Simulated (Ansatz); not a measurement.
## Si₃H₅, doublet: from triple and quadruple zeta to the limit

```xyz
8

Si   -1.2844   -0.0977   -0.5489
Si    0.8389    0.8295   -0.6204
Si    0.2157   -0.7035    1.1111
H    -1.1997   -1.2421   -1.5311
H     1.8229    0.5143   -1.6974
H     1.0762    2.1807   -0.0331
H     0.7661   -2.0849    1.2385
H     0.1914    0.0050    2.4244
```

Ansatz 0.2.0, UHF determinant, valence electrons correlated. Energies in eV.

| set | X | functions | Hartree–Fock | MP2 correlation | CCSD(T) correlation | time |
| --- | --- | --- | --- | --- | --- | --- |
| def2-TZVPP | 3 | 196 | -23664.4334 | -9.4788 | -11.5109 | 9.5 s on 1 × NVIDIA H100 80GB HBM3 with 1 thread of AMD EPYC 7R13 Processor (Zen 3) (shared host) |
| def2-QZVPP | 4 | 360 | -23665.1332 | -10.1803 | -12.1216 | 48 s on 1 × NVIDIA H100 80GB HBM3 with 1 thread of AMD EPYC 7R13 Processor (Zen 3), on a shared host |

Hartree–Fock is taken to follow E(X) = E∞ + A·exp(−7.88·√X), correlation E(X) = E∞ + B·X^−2.97.

Q: Work out the CCSD(T) energy at the limit, and how far the shortcut misses it that extrapolates MP2 and adds CCSD(T) minus MP2 from the smaller set.

A: Hartree–Fock: E∞ = E4 + 0.1377·(E4 − E3) = -23665.2296. Correlation: E∞ = E4 + 0.7407·(E4 − E3) = -12.5740 for CCSD(T) and -10.7000 for MP2. The limit is -23677.8036 eV, 0.549 eV below def2-QZVPP. The shortcut gives a correlation energy of -10.7000 + (-2.0320) = -12.7320, 158 meV lower than the direct value.

Past Ne part of the Hartree–Fock step between the two sets comes from the cores, which don't follow the formula, so the 96 meV that it adds to the total can overshoot; that part largely cancels in differences.
